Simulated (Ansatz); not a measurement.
# PNH (quartet): the correlation ladder, def2-TZVPP

The task here is to estimate one member of a computed series from the others.

Program: Ansatz 0.2.0, Gaussian basis. Level of theory: def2-TZVPP, core rule «outside noble gas», up to 6 orbitals frozen. These are calculated values, not measurements.

The runs, in order: UHF; ROHF; CCSD(T) on UHF.

### The geometry

The geometry is a PBE0/def2-TZVP stationary point (not a proven minimum).

3 atoms, charge 0, spin multiplicity 4.

Atoms are counted from 1 here; the program's logs count them from 0.

Bond lengths: N1–P2 1.803 Å, P2–H3 1.428 Å. Angles: N1–P2–H3 94.6°.

The first run:

in.yaml reads:

```yaml
crystal:
  periodic: [false, false, false]
  atoms:
    - {symbol: N, position_ang: [0.000000, 0.052135, 1.255614]}
    - {symbol: P, position_ang: [0.000000, -0.067361, -0.543360]}
    - {symbol: H, position_ang: [0.000000, 1.345503, -0.751144]}
basis:
  gaussian: {orbitals: def2-TZVPP}
magnetization: {spin_polarized: true, initial_magnetization: 3}
hamiltonian: {xc: hf}
output: {orbitals: {seedname: orbitals}}
```

Command:

```bash
$ ansatz run in.yaml --threads 1 --pin off --events-out ev --progress --plain --max-ram 4096MiB --backend cpu
```

Among the steps run: UHF; ROHF; CCSD(T) on UHF.

One table of the session follows, with a row left open; its other results are not shown here.

| method | from UCCSD(T) (meV) |
| --- | --- |
| ROHF | +8438.6 |
| UHF | ? |
| UMP2 | +1376.5 |
| UCCSD | +304.3 |
| UCCSD(T) | 0 |

Estimate the missing values for UHF.

**Answer.** from UCCSD(T) (meV): +8064.1. In the column «from UCCSD(T) (meV)» it lies between UMP2 (+1376.5) and ROHF (+8438.6).

With the free atoms at the same levels and basis (separate runs), the atomisation energy is 4.457 eV at UCCSD(T), 2.059 eV at ROHF.
